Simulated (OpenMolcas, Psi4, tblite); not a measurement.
**HNO (nitroxyl): methods side by side**

HNO: 3 atoms, total charge 0, spin state singlet. As SMILES, `N=O`. The shape is that of a PBE0-D4/def2-TZVP optimisation.

```xyz
3

N    -0.2837    0.3128   -0.1172
O     0.7553    0.3972    0.4565
H    -0.4716   -0.7100   -0.3393
```

Each level gives the dipole moment (D). The values are calculated.

**The experiment to reproduce.** NIST CCCBDB gives the dipole moment of the gas as 1.67 D.

| level | kind | program | value (D) | computed − measured | CPU time |
| --- | --- | --- | --- | --- | --- |
| IPEA1-xTB | semi-empirical | tblite | 2.09 | +0.42 | under 2 s |
| HF/def2-TZVPPD | Hartree–Fock | Psi4 | 1.92 | +0.25 | 5.3 s |
| SVWN5/def2-TZVPPD | LDA | Psi4 | 1.57 | -0.10 | 22 s |
| BLYP/def2-TZVPPD | GGA | OpenMolcas | 1.50 | -0.17 | 17 s |
| PBE/def2-TZVPPD | GGA | Psi4 | 1.49 | -0.18 | 29 s |
| r2SCAN/def2-TZVPPD | meta-GGA | OpenMolcas | 1.54 | -0.13 | 24 s |
| M06-2X/def2-TZVPPD | hybrid meta-GGA | OpenMolcas | 1.68 | +0.01 | 22 s |
| HSE06/def2-TZVPPD | range-separated hybrid | Psi4 | 1.63 | -0.04 | 50 s |

Nearest: M06-2X/def2-TZVPPD (+0.01 D); farthest: IPEA1-xTB (+0.42 D). The measured dipole is a vibrational average, so differences of a few hundredths of a debye mean little. Computed less measured by kind, in D (def2-TZVPPD rows): semi-empirical +0.42; Hartree–Fock +0.25; LDA -0.10; GGA -0.18 to -0.17; meta-GGA -0.13; global hybrid +0.01; range-separated hybrid -0.04. Times are those of the runs behind each value, whatever else they computed, on shared processors of several kinds: orders of magnitude only.
